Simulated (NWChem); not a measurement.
# AlH (SMILES [AlH]) at B3LYP/def2-TZVPPD

What is the energy change on altering one bond length of AlH at B3LYP/def2-TZVPPD? 

The results are computed with NWChem 7.3.0.

20 further runs of the same task are left out: 20 set aside as unsound or not needed. Runs told in other sessions of the task aren't counted.

### Step 1. The molecule

The species is AlH (2 atoms), meant as a singlet with charge 0. SMILES: `[AlH]`. The shape is that of a PBE0-D4/def2-TZVP optimisation.

Bond lengths: Al1–H2 1.665 Å.

### Step 2. Energy and forces at B3LYP/def2-TZVPPD

work.nw reads:

```
start work
title "AlH gradient"
memory total 2200 mb

geometry noautosym nocenter noautoz
 Al       0.000000       0.000000      -0.025640
 H        0.000000       0.000000       1.639110
end

basis spherical bse
 Al library def2-TZVPPD
 H library def2-TZVPPD
end

dft
 xc b3lyp
 grid xfine
 convergence energy 1e-08
 maxiter 100
 mulliken
end

task dft gradient
```

Launch:

```bash
$ nwchem work.nw > work.out
```

What it wrote (excerpt; [...] marks lines left out):

```text
[...]
          Wavefunction type:  closed shell.
          No. of atoms     :     2
          No. of electrons :    14
[...]
          Charge           :     0
          Spin multiplicity:     1
[...]
          AO basis - number of functions:    65
[...]
              XC Information
              --------------
                         B3LYP Method XC Potential
                     Hartree-Fock (Exact) Exchange  0.200
                        Slater Exchange Functional  0.800 local
                    Becke 1988 Exchange Functional  0.720 non-local
              Lee-Yang-Parr Correlation Functional  0.810
                  VWN I RPA Correlation Functional  0.190 local
[...]
 d= 0,ls=0.0,diis     1   -242.9919932171 -2.47D+02  5.63D-03  2.73D-01     1.2
[...]
 d= 0,ls=0.0,diis     7   -243.0062842953 -1.32D-09  1.45D-07  1.42D-10     6.1
         Total DFT energy =     -243.006284295333
      One electron energy =     -345.701047948112
           Coulomb energy =      117.537558352287
    Exchange-Corr. energy =      -18.975129426642
 Nuclear repulsion energy =        4.132334727134
[...]
      Total Density - Mulliken Population Analysis
     ---------------------------------------------
    Atom       Charge   Shell Charges
 -----------   ------   -------------------------------------------------------
    1 Al  13    12.81   2.00  0.64  1.32  1.23  0.65  0.02  2.93  2.19  0.88  0.52  0.35  0.00  0.03  0.03  0.01  0.01
    2 H    1     1.19   0.24  0.55  0.40  0.00  0.00 -0.00  0.00
[...]
  wavefunction    = closed shell
                         DFT ENERGY GRADIENTS
    atom               coordinates                        gradient
                 x          y          z           x          y          z
   1 Al      0.000000   0.000000  -0.048453    0.000000   0.000000  -0.000796
   2 H       0.000000   0.000000   3.097469   -0.000000  -0.000000   0.000796
[...]
```

Run time: 8.7 s. Hardware: 1 thread of Intel Xeon Platinum 8259CL at 2.50GHz (Skylake/Cascade Lake), shared host; peak memory 0.12 GiB.

### Step 3. The distorted shape: the energy at B3LYP/def2-TZVPPD

alh.nw reads:

```
start alh
memory 2200 mb
charge 0
geometry units angstroms noautosym nocenter noautoz
Al     0.000000     0.000000    -0.857990
H      0.000000     0.000000     1.639110
end
basis spherical bse
* library def2-TZVPPD
end
dft
xc b3lyp
mult 1
grid xfine
convergence energy 1e-08
iterations 100
mulliken
end
task dft
```

Launch:

```bash
$ nwchem alh.nw > alh.out
```

What it wrote (excerpt; [...] marks lines left out):

```text
[...]
          Wavefunction type:  closed shell.
          No. of atoms     :     2
          No. of electrons :    14
[...]
          Charge           :     0
          Spin multiplicity:     1
[...]
          AO basis - number of functions:    65
[...]
              XC Information
              --------------
                         B3LYP Method XC Potential
                     Hartree-Fock (Exact) Exchange  0.200
                        Slater Exchange Functional  0.800 local
                    Becke 1988 Exchange Functional  0.720 non-local
              Lee-Yang-Parr Correlation Functional  0.810
                  VWN I RPA Correlation Functional  0.190 local
[...]
 d= 0,ls=0.0,diis     1   -242.9125681746 -2.46D+02  1.61D-02  3.18D-01     1.4
[...]
 d= 0,ls=0.0,diis     8   -242.9580415552  2.72D-09  2.91D-06  1.98D-08     6.5
         Total DFT energy =     -242.958041555184
      One electron energy =     -342.508342899722
           Coulomb energy =      115.675286213789
    Exchange-Corr. energy =      -18.879902268232
 Nuclear repulsion energy =        2.754917398981
[...]
      Total Density - Mulliken Population Analysis
     ---------------------------------------------
    Atom       Charge   Shell Charges
 -----------   ------   -------------------------------------------------------
    1 Al  13    12.76   2.00  0.65  1.32  1.35  0.61  0.02  2.93  2.19  0.88  0.33  0.44  0.00  0.01  0.02  0.02  0.00
    2 H    1     1.24   0.19  0.50  0.54  0.00  0.00  0.00  0.00
[...]
```

Run time: 7.2 s. Hardware: 1 thread of Intel Xeon Platinum 8259CL at 2.50GHz (Skylake/Cascade Lake), shared host; peak memory 0.11 GiB.

### Step 4. What came out

At B3LYP/def2-TZVPPD:

| quantity | value |
| --- | --- |
| first shape: total energy | -243.00628 Eh |
| first shape: dipole moment | 0.25 D |
| first shape: HOMO energy | -5.69 eV |
| first shape: LUMO energy | -1.96 eV |
| first shape: HOMO–LUMO gap | 3.72 eV |
| first shape: largest force on an atom | 0.041 eV/Å |
| distorted shape: total energy | -242.95804 Eh |
| distorted shape: dipole moment | 3.66 D |
| distorted shape: HOMO energy | -5.44 eV |
| distorted shape: LUMO energy | -2.45 eV |
| distorted shape: HOMO–LUMO gap | 2.98 eV |
| energy change with the Al1–H2 bond stretched from 1.665 to 2.497 Å | 1.313 eV |

What this shows: One bond (distorted shape) is far stretched, which a spin-restricted single reference describes badly; a broken-symmetry solution may lie lower. With the Al1–H2 bond stretched from 1.665 to 2.497 Å the energy rises by 1.31 eV (127 kJ/mol). The first shape isn't relaxed at this level, so the change isn't measured from a minimum. A restricted reference can't describe the breaking bond well at this length.
